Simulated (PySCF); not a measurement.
# C: electron affinity

C⁻ [He] 2s2 2p3 (4S) → C [He] 2s2 2p2 (3P), as a difference of total energies. Computed with PySCF 2.14 in aug-cc-pVQZ with one added diffuse shell each of s, p, d, f, g type (7s6p5d4f3g, 105 functions), with the non-relativistic Hamiltonian (point nucleus). Correlated levels: valence: 1s2 frozen. The calculations carry no spin-orbit coupling.

```json
{"method": "UHF", "electron affinity (eV)": "0.452", "error (eV)": "-0.810"}
{"method": "LDA", "electron affinity (eV)": "1.836", "error (eV)": "+0.574"}
{"method": "PBE", "electron affinity (eV)": "1.630", "error (eV)": "+0.368"}
{"method": "PBE0", "electron affinity (eV)": "1.427", "error (eV)": "+0.165"}
{"method": "r2SCAN", "electron affinity (eV)": "1.504", "error (eV)": "+0.242"}
{"method": "r2SCANh", "electron affinity (eV)": "1.447", "error (eV)": "+0.185"}
{"method": "PW91", "electron affinity (eV)": "1.664", "error (eV)": "+0.402"}
{"method": "CAM-B3LYP", "electron affinity (eV)": "1.336", "error (eV)": "+0.074"}
{"method": "B2PLYP", "electron affinity (eV)": "1.221", "error (eV)": "-0.041"}
{"method": "MP2 (valence)", "electron affinity (eV)": "1.289", "error (eV)": "+0.027"}
{"method": "SCS-MP2 (valence)", "electron affinity (eV)": "0.994", "error (eV)": "-0.268"}
```

Reference: 1.262 eV (measured; photodetachment measurements, as compiled on the Wikipedia data page of electron affinities).

Errors of the correlated levels include the incompleteness of this basis and the frozen core.

In the anion the highest occupied orbital energy is positive at LDA, PBE, PBE0, r2SCAN, r2SCANh, PW91, a self-interaction effect; the basis confines that electron, and the energy difference can still be sensible.
